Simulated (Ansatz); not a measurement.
# C2H6F: the cost of one run

Method: UKS PBE0/def2-SVP, in Ansatz 0.2.0.

### 1 The structure to begin with

Bond lengths: C2–F3 1.354 Å, C2–H5 1.084 Å, C2–H6 1.085 Å, C4–H7 1.077 Å, C4–H8 1.077 Å, C4–H9 1.077 Å. Angles: F3–C2–H5 110.1°, F3–C2–H6 110.1°, H5–C2–H6 115.4°, H7–C4–H8 113.5°, H7–C4–H9 113.3°, H8–C4–H9 113.4°.

Coordinates:

```xyz
9

H    -0.0480    0.0264    0.0454
C    -0.5442   -1.1981   -0.4064
F     0.3913   -1.6779   -1.2602
C     0.4933    1.2416    0.4624
H    -1.4692   -1.0049   -0.9381
H    -0.6305   -1.8503    0.4562
H    -0.0795    1.9958   -0.0506
H     0.3605    1.2553    1.5311
H     1.5262    1.2122    0.1603
```

### 2 A restrained relaxation towards end A

Springs on the bonds that form and break draw the guess towards this end; the thresholds are loose.

input.yaml reads:

```yaml
crystal:
  periodic: [false, false, false]
  atoms:
    - { symbol: H, position_ang: [-0.048, 0.0264, 0.0454] }
    - { symbol: C, position_ang: [-0.5442, -1.1981, -0.4064] }
    - { symbol: F, position_ang: [0.3913, -1.6779, -1.2602] }
    - { symbol: C, position_ang: [0.4933, 1.2416, 0.4624] }
    - { symbol: H, position_ang: [-1.4692, -1.0049, -0.9381] }
    - { symbol: H, position_ang: [-0.6305, -1.8503, 0.4562] }
    - { symbol: H, position_ang: [-0.0795, 1.9958, -0.0506] }
    - { symbol: H, position_ang: [0.3605, 1.2553, 1.5311] }
    - { symbol: H, position_ang: [1.5262, 1.2122, 0.1603] }
magnetization:
  spin_polarized: true
  initial_magnetization: 1
basis:
  gaussian: { orbitals: def2-SVP }
hamiltonian:
  xc: pbe0
relax:
  f_tol: 0.15
  max_steps: 25
  restrain:
    - { distance: [0, 3], at: 2.37, k: 30.0 }
    - { distance: [1, 0], at: 1.07, k: 30.0 }
```

The run is started by

```
$ ansatz run input.yaml --threads 2 --pin off --max-ram 3072MiB --backend cpu --events-out ev --progress --plain --runs-dir out
```

Q: Estimate wall time and peak memory on 2 threads of AMD EPYC 7B13 (Zen 3), shared host.

About 9.6 s, with a peak of 0.18 GiB.
